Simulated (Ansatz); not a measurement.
# Which isomer of CH5ClSi gives these data?

These gas-phase data were calculated for one isomer of CH5ClSi at PBE0-D3(BJ)/def2-SVP (harmonic, unscaled wavenumbers; equilibrium rotational constants with average atomic masses):

* rotational constants: 21.7, 3.148, 2.894 GHz
* all wavenumbers above 1500 cm⁻¹: 3174, 3100, 2261, 2254, 2227
* dipole moment: 1.68 D (PBE0/def2-TZVPD)

Candidates:

(1) `[SiH3]CCl`, a singlet
(2) `C[SiH2]Cl`, a singlet

Question: Assign the data to one candidate and say why.

Answer: Candidate (1). 3 modes lie between 2000 and 2380 cm⁻¹, one for each Si–H bond, while (2) has 2.

The same quantities for all candidates:

|  | rotational constants (GHz) | wavenumbers above 1500 cm⁻¹ | dipole (D) | E above the lowest, PBE0-D3(BJ)/def2-SVP (kcal/mol) |
| --- | --- | --- | --- | --- |
| (1) | 21.7, 3.148, 2.894 | 3174, 3100, 2261, 2254, 2227 | 1.68 | 41.8 |
| (2) | 15.82, 3.811, 3.252 | 3178, 3168, 3062, 2252, 2249 | 1.91 | 0.0 |

Harmonic stretches to hydrogen usually lie a few per cent above observed fundamentals. Programs: Ansatz 0.2.0.
